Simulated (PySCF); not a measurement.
# difluorophosphine, F2HP

Molfile (atoms numbered from 1):
```
F2HP
     RDKit          3D

  4  3  0  0  0  0  0  0  0  0999 V2000
    1.2602   -0.5430    0.2998 F   0  0  0  0  0  0  0  0  0  0  0  0
   -0.1290   -0.3153   -0.4801 P   0  0  0  0  0  0  0  0  0  0  0  0
   -1.1277   -0.2425    0.7801 F   0  0  0  0  0  0  0  0  0  0  0  0
    0.0214    1.1116   -0.6239 H   0  0  0  0  0  0  0  0  0  0  0  0
  1  2  1  0
  2  3  1  0
  2  4  1  0
M  END
```

Computed with GIAO B3LYP/IGLO-III magnetisability, rotational g tensor and spin-rotation constants, non-relativistic, gas phase (PySCF 2.14.0). Geometry: PBE0-D3(BJ)/def2-SVP.

Task: How diamagnetic is it, and how anisotropic?

Result: Isotropic -375 × 10⁻³⁰ J/T², or -22.6 × 10⁻⁶ cm³/mol; principal values -406, -378, -341 × 10⁻³⁰ J/T², anisotropy 56 × 10⁻³⁰ J/T² (root of half the summed squared differences of the principal values). The susceptibility is in cgs units.

Task: Split it along the inertial axes a, b, c into diamagnetic and paramagnetic parts about the centre of mass, with the quadrupole moment.

Result: 
| axis | χ (10⁻⁶ cm³/mol) | diamagnetic (10⁻⁶ cm³/mol) | paramagnetic (10⁻⁶ cm³/mol) | summed x² of all electrons (Å²) | quadrupole Θ (D Å) |
| --- | --- | --- | --- | --- | --- |
| a | -22.7 | -88.9 | 66.2 | 32.3 | -2.10 |
| b | -21.1 | -165.0 | 143.8 | 14.4 | +0.95 |
| c | -23.8 | -197.8 | 174.0 | 6.6 | +1.15 |

Anisotropies 2χaa − χbb − χcc = -0.5 and 2χbb − χaa − χcc = +4.3 × 10⁻⁶ cm³/mol. Θ is traceless in Buckingham's convention.

Task: And the rotational g tensor?

Result: 
```csv
axis,rotational constant (GHz),g,nuclear part,electronic part
a,23.8964,-0.1963,0.5464,-0.7427
b,8.5429,-0.0838,0.4934,-0.5772
c,6.6134,-0.0568,0.4838,-0.5406
```
Asymmetric top; isotopes 19F, 1H, 31P; no vibrational averaging.
